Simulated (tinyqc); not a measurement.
Starting guesses with DIIS over 6 matrices: SCF starting guesses in the sto-6g basis, for H2O, spin multiplicity 1. Computed by the program tinyqc with PySCF. RHF with one setting changed at a time; a run stops when the energy changes by less than 1e-09 hartree and the error matrix is below 1e-5. Starts: the lowest orbitals of the core Hamiltonian, of the Wolfsberg-Helmholz matrix (K = 1.75), projected atomic densities, random orbitals, and the highest orbitals of the core Hamiltonian (a deliberately bad start).

Geometry (angstrom):
```
atom,x,y,z
O,0.0000,0.0000,0.0000
H,0.0000,0.8940,0.8400
H,0.0000,-0.8940,0.8400
```

lowest restricted solution found by these runs and by PySCF = -75.598447 hartree

Largest element of the error matrix X^T (FDS - SDF) X:
```
iteration,core,Wolfsberg-Helmholz,atomic densities,random,highest core orbitals
1,4.2e-01,4.9e-01,7.6e-01,1.1e+01,4.2e-01
2,4.3e-01,1.3e-01,2.1e-01,4.9e-01,4.8e-01
3,7.5e-02,3.6e-02,4.6e-02,2.9e-01,5.2e-01
4,1.3e-02,6.4e-03,3.9e-03,4.6e-02,5.0e-01
5,3.8e-03,2.0e-03,5.6e-04,2.5e-02,5.0e-01
6,1.0e-03,6.5e-05,2.0e-04,3.9e-03,4.7e-01
8,1.7e-07,6.8e-09,7.0e-09,1.9e-04,4.4e-02
10,-,-,-,7.1e-06,5.1e-03
```

How each run ends:
```
run,iterations,E (hartree),state
core,9,-75.59845,lowest found
Wolfsberg-Helmholz,8,-75.59845,lowest found
atomic densities,8,-75.59845,lowest found
random,11,-75.59845,lowest found
highest core orbitals,13,-75.59845,lowest found
```

What does the comparison show, and why?

5 of 5 runs reach the lowest restricted solution found, in 8 to 13 iterations (fastest: Wolfsberg-Helmholz, atomic densities). The first errors are 4e-01, 5e-01, 8e-01, 1e+01, 4e-01; the deliberately bad start has the smallest one, so a small first error does not mark a good start.
